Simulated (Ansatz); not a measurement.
# CH₂BNa: one structure at several levels

The task here is to estimate one member of a computed series from the others.

Method: single points in def2-TZVPP; program: Ansatz 0.2.0, Gaussian basis.

Correlated methods freeze the cores. The outer core shell of Li, Na, Mg and K is correlated. B3LYP uses VWN-RPA correlation.

## Where the work starts

5 atoms, charge 0, spin multiplicity 1.

Atoms are counted from 1 here; the program's logs count them from 0.

Bond lengths: C1–B2 1.399 Å, C1–H4 1.058 Å, C1–H5 1.087 Å, B2–Na3 2.256 Å. Angles: B2–C1–H4 125.6°, B2–C1–H5 124.0°, H4–C1–H5 110.4°, C1–B2–Na3 179.7°.

As a file:

```mol
CH2BNa
  3D, bonds by distance, orders not assigned

  5  4  0  0  0  0  0  0  0  0999 V2000
   -0.5072    0.4992   -0.2821 C   0  0
    0.4034   -0.4227    0.2465 B   0  0
    1.8681   -1.9168    1.0908 Na  0  0
   -1.4171    0.2579   -0.7648 H   0  0
   -0.3658    1.5764   -0.2572 H   0  0
  1  2  8  0
  1  4  8  0
  1  5  8  0
  2  3  8  0
M  END
```

Set-up of the first run:

Contents of run/in.yaml:

```yaml
crystal:
  periodic: [false, false, false]
  atoms:
    - {symbol: C, position_ang: [-0.507200, 0.499200, -0.282100]}
    - {symbol: B, position_ang: [0.403400, -0.422700, 0.246500]}
    - {symbol: Na, position_ang: [1.868100, -1.916800, 1.090800]}
    - {symbol: H, position_ang: [-1.417100, 0.257900, -0.764800]}
    - {symbol: H, position_ang: [-0.365800, 1.576400, -0.257200]}
basis:
  gaussian: {orbitals: def2-TZVPP}
correlation: {method: ccsd_t}
output: {forces: true}
```

No record of the launch command was kept for these runs.

Steps of the session up to this table: CCSD(T)/def2-TZVPP; PBE0-D4/def2-TZVPP; wB97M-V/def2-TZVPP; r2SCAN-D4/def2-TZVPP; PBE-D4/def2-TZVPP; B3LYP-D4/def2-TZVPP; HSE06-D4/def2-TZVPP.

One table of the session follows, with a row left open; its other results are not shown here.

```
   method  RMS force component (eV/Å)  angle to CCSD(T) forces (°)  dipole (D)
  CCSD(T)                       0.465                    reference        7.40
  PBE0-D4                       0.532                         26.9        7.07
  wB97M-V                       0.537                         31.2        7.31
r2SCAN-D4                       0.539                         25.7        7.13
   PBE-D4                       0.535                         23.5        6.53
 B3LYP-D4                           ?                            ?           ?
 HSE06-D4                       0.530                         26.3        7.05
```

Estimate the missing values for B3LYP-D4.

As computed: RMS force component (eV/Å): 0.514; angle to CCSD(T) forces (°): 28.0; dipole (D): 6.92. In the column «RMS force component (eV/Å)» it lies between CCSD(T) (0.465) and HSE06-D4 (0.530).
